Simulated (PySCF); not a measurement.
Al: ionisation energy

Al [Ne] 3s2 3p1 (2P) → Al⁺ [Ne] 3s2 (1S), as a difference of total energies. All numbers are calculated (PySCF 2.14, scalar relativity by spin-free X2C-1e, in x2c-TZVPall). Correlated levels: valence: [Ne] frozen. The calculations carry no spin-orbit coupling.

| method | ionisation energy (eV) |
| --- | --- |
| UHF | 5.587 |
| M06-L | 5.805 |
| MP2 (valence) | 5.799 |
| SCS-MP2 (valence) | 5.784 |
| CCSD(T) (valence) | 5.921 |

Problem. Estimate what CCSD (valence) gives.

Solution. 5.891 eV, closest to CCSD(T) (valence) among the rows shown.

Problem. Estimate what B3LYP gives.

Solution. 6.004 eV, closest to CCSD(T) (valence) among the rows shown.

Errors of the correlated levels include the incompleteness of this basis and the frozen core.

For comparison: 5.977 eV (measured; NIST levels, between the centres of gravity of the two terms).
